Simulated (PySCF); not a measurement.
**How well do the runs reproduce experiment for cyclobutanone?**

**What was measured.**

From NIST CCCBDB Release 22 (SRD 101), experimental dipoles, for the gas: dipole moment (microwave Stark effect) 2.99 D.

How close the calculation comes is told at the end.

Compound: cyclobutanone, C4H6O.
SMILES with atom numbers: `[O:1]=[C:2]1[CH2:3][CH2:4][CH2:5]1` (hydrogens: H6, H7 on C3; H8, H9 on C4; H10, H11 on C5)

Structure used (GFN2-xTB), in Å, numbered top down from 1:
```xyz
11
C4H6O angstrom
O      0.3047   -2.2856   -0.4322
C      0.1495   -1.1202   -0.2132
C     -1.0604   -0.2110   -0.1784
C     -0.1276    0.9609    0.1799
C      1.0876    0.0156    0.1354
H     -1.5744   -0.1311   -1.1347
H     -1.7916   -0.4833    0.5805
H     -0.1038    1.7550   -0.5623
H     -0.3158    1.3974    1.1578
H      1.8242    0.2281   -0.6375
H      1.6130   -0.1230    1.0787
```

The PySCF runs (gas phase, on this GFN2-xTB geometry; no spin–orbit coupling):

```tsv
level	job	basis functions	wall time
CAM-B3LYP/def2-SVPD	8 singlets by full TDDFT, 3 Tamm–Dancoff triplets, polarisability	151	15 s
```

Hardware: one thread of an Arm Neoverse V2, no GPU, on a shared host.

## Comparison

**Dipole moment.** Measured: 2.99 D (NIST CCCBDB Release 22 (SRD 101), experimental dipoles).

```tsv
level	computed (D)	computed − measured (D)	% (from the printed values)
CAM-B3LYP/def2-SVPD	3.24	+0.25	+8
```

The computed dipoles belong to one fixed geometry; measured ones are averaged over vibrations unless marked μe. Magnitudes are compared, not signs.

No measured geometry was used, and the causes of the misses weren't examined.
